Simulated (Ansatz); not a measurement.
This geometry of CH₃OSi (6 atoms, charge -1, multiplicity 1) is a first-order saddle point.

Theory: RKS LDA/def2-TZVP in Ansatz 0.2.0.

```xyz
6
Properties=species:S:1:pos:R:3
C 0.060 0.045 -0.519
O -0.495 -0.307 0.804
Si -0.410 1.756 0.243
H -0.526 -0.464 -1.307
H 1.103 -0.365 -0.540
H 0.267 -0.664 1.319
```

Question: Which two structures does it join? (They come from a converged band through this point; their orientation in space is the band's.)

Answer: Bonds broken: Si3–H6. Bonds formed: O2–H6.

Image 0:

```xyz
6
Properties=species:S:1:pos:R:3
C 0.004 -0.193 -0.604
O -0.990 -0.564 0.322
Si -0.379 1.041 0.782
H -0.360 -0.032 -1.638
H 0.915 -0.822 -0.575
H 0.810 0.570 1.714
```

Image 6:

```xyz
6
Properties=species:S:1:pos:R:3
C 0.042 0.054 -0.527
O -0.453 -0.260 0.834
Si -0.546 1.715 0.205
H -0.497 -0.524 -1.300
H 1.117 -0.287 -0.513
H 0.336 -0.699 1.302
```

Question: How far does it lie above each of them?

Answer: 2.98 eV above the first and 0.01 eV above the second. This is the barrier of this one path; another mechanism may lie lower. The orbitals stay closed-shell, which can raise the energy where a bond breaks towards radicals; this wasn't checked here. Limits of this set-up: an anion without diffuse functions, the dipole of an ion depends on the origin.

Run time: 54 s on 2 threads of Intel(R) Xeon(R) Platinum 8488C (Sapphire Rapids), with other jobs on the host, peak memory 0.2 GiB.
